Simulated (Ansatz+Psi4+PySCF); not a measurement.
doublet F₂(+): levels of theory in one basis

```xyz
2

F     0.0000    0.0000    0.8524
F     0.0000    0.0000   -0.8524
```

Basis set: cc-pVTZ (spherical functions). Correlated methods keep 2 orbitals frozen. Correlation on ROHF uses semicanonical orbitals with singles. Charge 1, multiplicity 2.

Computed with Ansatz (development build ahead of 0.2.0); each method stands on the lowest determinant of its kind that the runs found.

```json
{"method": "ROHF", "E − E(ROHF) (eV)": "0.00", "<S²> of the determinant": "0.75"}
{"method": "UHF", "E − E(ROHF) (eV)": "-2.03", "<S²> of the determinant": "1.77"}
{"method": "ROHF-MP2", "E − E(ROHF) (eV)": "-11.94", "<S²> of the determinant": "–"}
{"method": "ROHF-CCSD", "E − E(ROHF) (eV)": "-13.17", "<S²> of the determinant": "–"}
{"method": "ROHF-CCSD(T)", "E − E(ROHF) (eV)": "-14.01", "<S²> of the determinant": "–"}
```

Caution: the charge can sit on one fragment and break the point group; the determinant breaks the point group. Caution for ROHF, ROHF-MP2, ROHF-CCSD, ROHF-CCSD(T): an unrestricted determinant lies well below. Caution for UHF: the unrestricted determinant is a mixture of spin states. Caution for ROHF-MP2, ROHF-CCSD, ROHF-CCSD(T): large amplitudes, a single reference is doubtful. Caution for ROHF-MP2: another reference gives a lower total.
